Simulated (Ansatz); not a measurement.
A run of Ansatz (development build ahead of 0.2.0) on triplet H2O at this shape:

```xyz
3

O     0.0000    0.0000    0.0000
H     0.0000    1.6000    1.2000
H     0.0000   -1.6000    1.2000
```

Its results:

* Converged: yes
* Total energy: -76.00341 hartree
* Spin squared of the determinant: 2.000
* Stability test: minimum among restricted orbitals

(1) Which input gives this output? Name the method, the orbitals and the basis set, and write the input.

## Answers

(1) PBE0 (restricted open-shell) in pcseg-2.

```yaml
crystal:
  periodic: [false, false, false]
  atoms:
    - { symbol: O, position_ang: [0.0, 0.0, 0.0] }
    - { symbol: H, position_ang: [0.0, 1.6, 1.2] }
    - { symbol: H, position_ang: [0.0, -1.6, 1.2] }
basis:
  gaussian: { orbitals: pcseg-2 }
magnetization:
  initial_magnetization: 2
hamiltonian:
  xc: pbe0
```

Caution: stretched shape with no unrestricted run beside it, a lower state can exist; other spin multiplicities may lie lower.
